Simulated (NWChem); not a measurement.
Program: NWChem. System: acetylene (C2H2), charge 0, spin multiplicity 1, at a geometry optimised with B3LYP/def2-SVP. Level: RHF/def2-TZVP.

Job file:

```
start mol
memory heap 200 mb stack 800 mb global 1000 mb
geometry units angstroms nocenter noautoz
  C      0.000000     0.000000    -0.604541
  C      0.000000     0.000000     0.604541
  H      0.000000     0.000000    -1.678855
  H      0.000000     0.000000     1.678855
  symmetry group D2h
end
basis spherical
  * library def2-tzvp
end
scf
  rhf
  nopen 0
  maxiter 100
  thresh 1e-7
  semidirect memsize 60000000 filesize 0
end
task scf energy
```

Output (cleaned and shortened):

```
             Northwest Computational Chemistry Package (NWChem) 7.3.0
             --------------------------------------------------------

                                NWChem Input Module
                                -------------------

 Scaling coordinates for geometry "geometry" by  1.889725989
 (inverse scale =  0.529177249)

 Turning off AUTOSYM since
 SYMMETRY directive was detected!

                             Geometry "geometry" -> ""
                             -------------------------

 Output coordinates in angstroms (scale by  1.889725989 to convert to a.u.)

  No.       Tag          Charge          X              Y              Z
 ---- ---------------- ---------- -------------- -------------- --------------
    1 C                    6.0000     0.00000000     0.00000000    -0.60454100
    2 C                    6.0000     0.00000000     0.00000000     0.60454100
    3 H                    1.0000     0.00000000     0.00000000    -1.67885500
    4 H                    1.0000     0.00000000     0.00000000     1.67885500

 Effective nuclear repulsion energy (a.u.)      24.6055389374

            Nuclear Dipole moment (a.u.)
            ----------------------------
        X                 Y               Z
 ---------------- ---------------- ----------------
     0.0000000000     0.0000000000     0.0000000000

      Symmetry information
      --------------------

 Group name             D2h
 Group number             26
 Group order               8
 No. of unique centers     2

      Symmetry unique atoms

     1    3


 Summary of "ao basis" -> "" (spherical)
 ------------------------------------------------------------------------------
       Tag                 Description            Shells   Functions and Types
 ---------------- ------------------------------  ------  ---------------------
 *                         def2-tzvp                  on all atoms

 Summary of "ao basis" -> "ao basis" (spherical)
 ------------------------------------------------------------------------------
       Tag                 Description            Shells   Functions and Types
[...]
   Bfn.  Coefficient  Atom+Function         Bfn.  Coefficient  Atom+Function
  ----- ------------  ---------------      ----- ------------  ---------------
     6      0.286067  1 C  px                37      0.286067  2 C  px
     9      0.266283  1 C  px                40      0.266283  2 C  px

 Vector    7  Occ=2.000000D+00  E=-4.090628D-01  Symmetry=b2u
              MO Center=  3.1D-47,  1.5D-33, -2.1D-17, r^2= 1.4D+00
   Bfn.  Coefficient  Atom+Function         Bfn.  Coefficient  Atom+Function
  ----- ------------  ---------------      ----- ------------  ---------------
     7      0.286067  1 C  py                38      0.286067  2 C  py
    10      0.266283  1 C  py                41      0.266283  2 C  py

 Vector    8  Occ=0.000000D+00  E= 1.541954D-01  Symmetry=b1u
              MO Center=  1.2D-34,  4.4D-42,  8.1D-15, r^2= 9.5D+00
   Bfn.  Coefficient  Atom+Function         Bfn.  Coefficient  Atom+Function
  ----- ------------  ---------------      ----- ------------  ---------------
     5     13.492178  1 C  s                 36    -13.492178  2 C  s
    14      9.074223  1 C  pz                45      9.074223  2 C  pz
    65      5.170982  3 H  s                 71     -5.170982  4 H  s
    64     -0.202065  3 H  s                 70      0.202065  4 H  s
     4      0.176914  1 C  s                 35     -0.176914  2 C  s

 Vector    9  Occ=0.000000D+00  E= 1.639325D-01  Symmetry=b3g
              MO Center=  6.7D-32,  1.8D-16,  2.6D-18, r^2= 3.5D+00
   Bfn.  Coefficient  Atom+Function         Bfn.  Coefficient  Atom+Function
  ----- ------------  ---------------      ----- ------------  ---------------
    13      1.056832  1 C  py                44     -1.056832  2 C  py
     7      0.219910  1 C  py                38     -0.219910  2 C  py

 Vector   10  Occ=0.000000D+00  E= 1.639325D-01  Symmetry=b2g
              MO Center=  9.6D-33, -4.2D-36, -7.9D-17, r^2= 3.5D+00
   Bfn.  Coefficient  Atom+Function         Bfn.  Coefficient  Atom+Function
  ----- ------------  ---------------      ----- ------------  ---------------
    12      1.056832  1 C  px                43     -1.056832  2 C  px
     6      0.219910  1 C  px                37     -0.219910  2 C  px

 center of mass
 --------------
 x =   0.00000000 y =   0.00000000 z =   0.00000000

 moments of inertia (a.u.)
 ------------------
          51.610786577996           0.000000000000           0.000000000000
           0.000000000000          51.610786577996           0.000000000000
           0.000000000000           0.000000000000           0.000000000000

  Mulliken analysis of the total density
  --------------------------------------

    Atom       Charge   Shell Charges
 -----------   ------   -------------------------------------------------------
    1 C    6     6.20   0.86  1.12  0.52  0.49  0.12  1.21  1.36  0.47  0.02  0.03  0.01
    2 C    6     6.20   0.86  1.12  0.52  0.49  0.12  1.21  1.36  0.47  0.02  0.03  0.01
    3 H    1     0.80   0.25  0.46  0.06  0.02
    4 H    1     0.80   0.25  0.46  0.06  0.02

       Multipole analysis of the density wrt the origin
       ------------------------------------------------

     L   x y z        total         open         nuclear
     -   - - -        -----         ----         -------
     0   0 0 0     -0.000000      0.000000     14.000000

     1   1 0 0      0.000000      0.000000      0.000000
     1   0 1 0      0.000000      0.000000      0.000000
     1   0 0 1     -0.000000      0.000000      0.000000

     2   2 0 0    -10.452625      0.000000      0.000000
     2   1 1 0     -0.000000      0.000000      0.000000
     2   1 0 1      0.000000      0.000000      0.000000
     2   0 2 0    -10.452625      0.000000      0.000000
     2   0 1 1     -0.000000      0.000000      0.000000
     2   0 0 2     -4.820209      0.000000     35.791871

 Task  times  cpu:        0.6s     wall:        0.6s

 Total times  cpu:        0.6s     wall:        0.6s
```
